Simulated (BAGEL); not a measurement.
**BH3S (SMILES BS): levels of theory compared**

We compute a comparison of 4 runs (B3LYP/6-31G*, B3LYP/def2-TZVP, PBE0/def2-TZVP, RI-MP2/def2-TZVP) of BH3S. 

The calculation is run with BAGEL 1.2.2.

4 further runs of the same task are left out: 2 that didn't finish, 2 set aside as unsound or not needed. Runs told in other sessions of the task aren't counted.

### 1 The system as given

BH3S has 5 atoms, charge 0, and is taken as a singlet. As SMILES, `BS`. The shape is that of a PBE0-D4/def2-TZVP optimisation.

Bond lengths: B1–S2 1.765 Å, B1–H3 1.192 Å, B1–H4 1.190 Å, S2–H5 1.344 Å. Angles: B1–S2–H5 99.2°, S2–B1–H3 115.8°, S2–B1–H4 121.4°, H3–B1–H4 122.7°.

### 2 A single-point energy at B3LYP/6-31G(d) (density fitting with qzvpp-jkfit, spherical functions) (run 1)

File dft.json:

```json
{ "bagel": [

{
  "title": "molecule",
  "basis": "6-31gs.json",
  "df_basis": "qzvpp-jkfit",
  "angstrom": "true",
  "geometry": [
    { "atom": "B", "xyz": [   -0.392100,   -0.421000,    0.088100 ] },
    { "atom": "S", "xyz": [    0.161700,    1.236900,   -0.154300 ] },
    { "atom": "H", "xyz": [   -1.562900,   -0.556400,    0.264200 ] },
    { "atom": "H", "xyz": [    0.367100,   -1.337600,    0.074200 ] },
    { "atom": "H", "xyz": [    1.476100,    1.004400,   -0.313600 ] }
  ]
},
{
  "title": "ks",
  "xc_func": "b3lyp"
},
{
  "title": "print",
  "file": "orbitals.molden",
  "orbitals": "true"
}

]}
```

The basis set 6-31G* is read from a file made from the Basis Set Exchange's data (not shown).

Run with:

```
$ BAGEL_NUM_THREADS=1 BAGEL dft.json > dft.out
```

Output:

```text
* using 1 threads per process

  ===============================================================
  ===============================================================

  *** Geometry ***

  { "atom" : "B", "xyz" : [     -0.740962,     -0.795575,      0.166485 ] },
  { "atom" : "S", "xyz" : [      0.305569,      2.337402,     -0.291585 ] },
  { "atom" : "H", "xyz" : [     -2.953453,     -1.051444,      0.499266 ] },
  { "atom" : "H", "xyz" : [      0.693718,     -2.527698,      0.140218 ] },
  { "atom" : "H", "xyz" : [      2.789425,      1.898041,     -0.592618 ] },

  Number of auxiliary basis functions:      257

  Since a DF basis is specified, we compute 2- and 3-index integrals:
    o Being stored without compression. Storage requirement is 0.003 GB

  Number of basis functions:       38
  Number of electrons      :       24

    * METHOD: MOLECULE                             0.05

  *** Kohn-Sham DFT ***

    * Removing 7270 points whose weight is below 1.00e-10
    * Grid points: 67260

  === Nuclear Repulsion ===
    43.0705489642

       - DIIS with orbital gradients will be used.

  === KS iteration (b3lyp / 6-31gs.json) ===
      0       -409.35503216          0.10371123           0.09
      1       -408.07957447          0.18834931           0.08
      2       -411.85495220          0.15631049           0.07
[... 12 lines of this table left out ...]
     15       -424.85325233          0.00000001           0.07
    * SCF iteration converged.

    * Permanent dipole moment:
           (   -0.378999,     0.084989,     0.044146) a.u.

    * METHOD: KS                                   1.31

    * METHOD: PRINT                                0.00

  ===============================================================
```

It took 1.5 s on 1 thread of Arm Neoverse V1, shared host; peak memory 0.15 GiB.

### 3 The energy at B3LYP/def2-TZVP (density fitting with qzvpp-jkfit) (run 2)

File job.json:

```json
{ "bagel" : [

{
  "title" : "molecule",
  "basis" : "def2-tzvp.json",
  "df_basis" : "qzvpp-jkfit",
  "angstrom" : true,
  "geometry" : [
    { "atom" : "B", "xyz" : [      -0.392100,      -0.421000,       0.088100 ] },
    { "atom" : "S", "xyz" : [       0.161700,       1.236900,      -0.154300 ] },
    { "atom" : "H", "xyz" : [      -1.562900,      -0.556400,       0.264200 ] },
    { "atom" : "H", "xyz" : [       0.367100,      -1.337600,       0.074200 ] },
    { "atom" : "H", "xyz" : [       1.476100,       1.004400,      -0.313600 ] }
  ]
},

{ "title" : "ks", "xc_func" : "b3lyp" },

{ "title" : "print", "file" : "orbitals.molden", "orbitals" : true }

]}
```

The basis set def2-TZVP is read from a file made from the Basis Set Exchange's data (not shown).

Run with:

```
$ BAGEL_NUM_THREADS=1 BAGEL job.json > job.out
```

Output:

```text
* using 1 threads per process

  ===============================================================
  ===============================================================

  *** Geometry ***

  { "atom" : "B", "xyz" : [     -0.740962,     -0.795575,      0.166485 ] },
  { "atom" : "S", "xyz" : [      0.305569,      2.337402,     -0.291585 ] },
  { "atom" : "H", "xyz" : [     -2.953453,     -1.051444,      0.499266 ] },
  { "atom" : "H", "xyz" : [      0.693718,     -2.527698,      0.140218 ] },
  { "atom" : "H", "xyz" : [      2.789425,      1.898041,     -0.592618 ] },

  Number of auxiliary basis functions:      257

  Since a DF basis is specified, we compute 2- and 3-index integrals:
    o Being stored without compression. Storage requirement is 0.015 GB

  Number of basis functions:       86
  Number of electrons      :       24

    * METHOD: MOLECULE                             0.08

  *** Kohn-Sham DFT ***

    * Removing 7270 points whose weight is below 1.00e-10
    * Grid points: 67260

  === Nuclear Repulsion ===
    43.0705489642

       - DIIS with orbital gradients will be used.

  === KS iteration (b3lyp / def2-tzvp.json) ===
      0       -358.44702003          0.21164622           0.19
      1       -268.39902539          0.22314154           0.19
      2       -339.51466832          0.21904299           0.19
[... 16 lines of this table left out ...]
     19       -424.90149250          0.00000001           0.18
    * SCF iteration converged.

    * Permanent dipole moment:
           (   -0.354208,     0.006677,     0.048522) a.u.

    * METHOD: KS                                   4.00

    * METHOD: PRINT                                0.02

  ===============================================================
```

Run time: 4.5 s. Hardware: 1 thread of Arm Neoverse V1, shared host; peak memory 0.28 GiB.

Run 3 isn't shown in full; the table further down has it.

### 4 The energy at RI-MP2/def2-TZVP (density fitting with qzvpp-jkfit) (run 4)

File calc.json:

```json
{ "bagel" : [

{
  "title" : "molecule",
  "basis" : "def2-tzvp.json",
  "df_basis" : "qzvpp-jkfit",
  "angstrom" : true,
  "geometry" : [
    { "atom" : "B", "xyz" : [   -0.392100,   -0.421000,    0.088100 ] },
    { "atom" : "S", "xyz" : [    0.161700,    1.236900,   -0.154300 ] },
    { "atom" : "H", "xyz" : [   -1.562900,   -0.556400,    0.264200 ] },
    { "atom" : "H", "xyz" : [    0.367100,   -1.337600,    0.074200 ] },
    { "atom" : "H", "xyz" : [    1.476100,    1.004400,   -0.313600 ] }
  ]
},
{
  "title" : "hf"
},
{
  "title" : "mp2",
  "ncore" : 6
}

]}
```

The basis set def2-TZVP is read from a file made from the Basis Set Exchange's data (not shown).

Run with:

```
$ BAGEL_NUM_THREADS=1 BAGEL calc.json > calc.out
```

Output:

```text
* using 1 threads per process

  ===============================================================
  ===============================================================

  *** Geometry ***

[... 29 lines left out ...]
    * SCF iteration converged.
[... 1 line left out ...]
    * Permanent dipole moment:
[... 2 lines left out ...]
    * METHOD: HF                                   0.32

  *** RHF ***

  === Nuclear Repulsion ===
    43.0705489642

      * DIIS with orbital gradients will be used.

  === RHF iteration (def2-tzvp.json) ===
      0       -423.99519035          0.00000000           0.02
    * SCF iteration converged.

    * Permanent dipole moment:
           (   -0.326562,     0.155416,     0.029836) a.u.

  === DF-MP2 calculation ===

    * freezing 6 orbitals
    * 3-index integral transformation done
    * assembly done

      MP2 correlation energy:   -0.2745173742      0.01

      MP2 total energy:       -424.2697077263

    * METHOD: MP2                                  0.06

  ===============================================================
```

Wall time 0.59 s (1 thread of Arm Neoverse V1, shared host).

### 5 All runs side by side

| run | level | frozen core orbitals | energy (Eh) | dipole moment (D) | HOMO energy (eV) | LUMO energy (eV) | wall time |
| --- | --- | --- | --- | --- | --- | --- | --- |
| 1 | B3LYP/6-31G* (density fitting with qzvpp-jkfit, spherical functions) | – | -424.853252 | 0.99 | -8.09 | -1.15 | 1.5 s |
| 2 | B3LYP/def2-TZVP (density fitting with qzvpp-jkfit) | – | -424.901493 | 0.91 | -8.21 | -1.50 | 4.5 s |
| 3 | PBE0/def2-TZVP (density fitting with qzvpp-jkfit) | – | -424.693751 | 0.93 | -8.47 | -1.30 | 4.5 s |
| 4 | RI-MP2/def2-TZVP (density fitting with qzvpp-jkfit) | 6 | -424.269708 | – | – | – | 0.59 s |

### 6 Outcome

| quantity | value |
| --- | --- |
| run 4: total energy | -424.26971 Eh |
| run 4: correlation energy (6 core orbitals frozen) | -274.5 mEh |

Over runs 1, 2, 3 the dipole moment (its size) runs from 0.91 D (B3LYP/def2-TZVP) to 0.99 D (B3LYP/6-31G*). Over runs 1, 2, 3 the HOMO–LUMO gap runs from 6.71 eV (B3LYP/def2-TZVP) to 7.17 eV (PBE0/def2-TZVP). Totals of different functionals can't be ranked against each other. All runs together took 11 s, the longest 4.5 s.
